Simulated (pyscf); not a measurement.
Optimised with ωB97X-D3(BJ)/def2-SVP in PySCF. Correlated levels are frozen-core, on RHF or UHF. ΔMP2 is the change of the MP2 total energy from the triple- to the quadruple-zeta basis.

What is the homolytic dissociation enthalpy (298 K, CCSD(T)/def2-TZVPP + ΔMP2(QZVPP)) of the O–Si bond of O=SiH–O–SiH₃, to [O–SiH=O]• + SiH₃•?

O–Si to [O–SiH=O]• + SiH₃•: 5.70 eV. The radicals are drawn with the spin at the cut bond; how far it spreads was not checked. [O–SiH=O]• lies 1.51 eV over its isomer [O=Si–OH]•, and others may lie lower still (electronic energy, ωB97M-D3(BJ)). The CCSD(T) − MP2 part came from Ansatz, without density fitting, on the same reference.
